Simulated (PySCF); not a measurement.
Electron affinity of C by level of theory

C⁻ [He] 2s2 2p3 (4S) → C [He] 2s2 2p2 (3P), as a difference of total energies. Computed with PySCF 2.14 in aug-cc-pVTZ with one added diffuse shell each of s, p, d, f type (6s5p4d3f, 62 functions), with no relativity, point nucleus. Correlated levels: valence: 1s2 frozen. The calculations carry no spin-orbit coupling.

```csv
method,electron affinity (eV),error (eV)
UHF,0.453,-0.809
LDA,1.836,+0.574
PBE,1.631,+0.369
PBE0,1.428,+0.166
r2SCAN,1.511,+0.249
BLYP,1.407,+0.145
wB97M-V,1.323,+0.061
B3LYP,1.392,+0.130
TPSSh,1.420,+0.158
MP2 (valence),1.268,+0.006
SCS-MP2 (valence),0.977,-0.285
```

Reference: 1.262 eV (measured; photodetachment measurements, as compiled on the Wikipedia data page of electron affinities).

Errors of the correlated levels include the incompleteness of this basis and the frozen core.

In the anion the highest occupied orbital energy is positive at LDA, PBE, PBE0, r2SCAN, BLYP, B3LYP, TPSSh, a self-interaction effect; the basis confines that electron, and the energy difference can still be sensible.
